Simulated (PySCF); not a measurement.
A species of formula C4H6S has this rotational fingerprint, computed with PySCF, PBE0-D3(BJ)/def2-SVP geometry optimisation, gas phase:

```
Rotational constants : A = 18346, B = 1612, C = 1598 MHz
Dipole components    : |μa| = 2.13 D, |μb| = 0.48 D, |μc| = 0.42 D
Inertial defect      : -24.80 u·Å²
κ                    : -1.00
```

Problem. Which structure is it? (One computed conformer of each.)
A. `[CH2:1]=[CH:2][S:3][CH:4]=[CH2:5]` with C1–C2–S3–C4 -172°, C2–S3–C4–C5 -172° (divinyl sulfide)
B. `[CH2:1]=[CH:2][CH2:3][CH:4]=[S:5]` with C1–C2–C3–C4 110°, C2–C3–C4–S5 115°
C. `[CH:1]1=[CH:2][S:3][CH2:4][CH2:5]1` with C1–C2–S3–C4 12°, C2–S3–C4–C5 -23°, S3–C4–C5–C1 28°, C2–C1–C5–C4 -21°
D. `[CH:1]#[C:2][S:3][CH2:4][CH3:5]` with C2–S3–C4–C5 64°

Solution. B. It is C=CCC=S, a near-prolate asymmetric top, point group C1. The candidates at the same level (rigid rotor, commonest isotopes):

```tsv
SMILES	A (MHz)	B (MHz)	C (MHz)	μa (D)	μb (D)	μc (D)	Δ (u·Å²)	point group	rotor
C=CSC=C	19171	1987	1804	0.00	1.12	0.00	-0.51	C2	near-prolate asymmetric top
C1=CSCC1	6892	4691	2944	1.46	0.43	0.14	-9.39	C1	asymmetric top
C=CCC=S	18346	1612	1598	2.13	0.48	0.42	-24.80	C1	near-prolate asymmetric top
C#CSCC	6426	2898	2164	1.31	1.05	0.56	-19.57	C1	asymmetric top
```

`C#CSCC` has B 80 % too high; `C1=CSCC1` has B 191 % too high; `C=CSC=C` has B 23 % too high. No structure here is proved a minimum.
